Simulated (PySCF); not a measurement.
Method: PySCF with B3LYP-D3(BJ)/def2-TZVP. Isolated molecules, 0 K electronic values unless said otherwise. B3LYP has the VWN-RPA correlation part, as in Gaussian. 

Reference species (SMILES): `F[Si](F)F` (neutral, multiplicity 2).

| Quantity | Result |
|---|---|
| dipole moment | 1.22 D |

Changed species: `[F]` (radical fragment; the reference has radical fragment).

Task: What does the change do to the dipole moment?

Result: the dipole moment falls by 1.22 D, to 0.00 D.
